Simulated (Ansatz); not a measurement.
Species: formic acid, CH₂O₂, charge 0, multiplicity 1. SMILES: O=CO
Geometry: optimised at B3LYP-D3(BJ)/def2-TZVP (Ansatz, a quantum-chemistry and plane-wave program).

Property: enthalpy of formation at 298 K, in kcal/mol. Terms: non-relativistic; 6-311+G** with 5d; spin-orbit terms left out; UHF or UKS for open shells; dispersion terms only where a functional's name holds one; valence correlation only; LANL2DZ all-electron up to Ne; 6-31G* and kin with 6d, 5d where marked. CBS marks a two-point X^-3 extrapolation of the correlation energy; Hartree-Fock from the larger set. First-principles rows: single points at B3LYP-D3(BJ) geometries (Ansatz), with unscaled harmonic terms from B3LYP/6-31G* at its own minima, enthalpies of formation by atomisation with measured atoms.

Measured values: G2/97 table in ASE (Curtiss et al.); they hold spin-orbit and core effects, anharmonicity and other conformers. 

Value to compare with, the measured value: -90.5 kcal/mol.

```csv
level,program,enthalpy of formation at 298 K (kcal/mol),error
B3LYP/STO-3G,Ansatz,-80.3,10.2
B3LYP/3-21G,Ansatz,-51.6,38.9
B3LYP/LANL2DZ,Ansatz,-35.7,54.8
B3LYP/6-31G,Ansatz,-42.7,47.8
B3LYP/6-31G*,Ansatz,-83.3,7.2
B3LYP/6-31+G*,Ansatz,-79.5,11.0
B3LYP/6-31G**,Ansatz,-87.5,3.0
B3LYP/def2-SVP,Ansatz,-92.0,-1.5
B3LYP/cc-pVDZ,Ansatz,-79.7,10.8
B3LYP/6-311+G**,Ansatz,-82.7,7.8
B3LYP/def2-TZVPD,Ansatz,-86.6,3.9
"CCSD(T)/CBS(cc-pVTZ,cc-pVQZ)",Ansatz,-89.6,0.9
```

Among the 10 habitual levels, B3LYP/LANL2DZ lies farthest from the measured value (54.8 kcal/mol); 9 of 10 lie above it, and their mean absolute error is 19.3 kcal/mol, the median 10.5. One case shows no general order.

The sets are all those run for this method; runs whose electronic state is in doubt are left out.
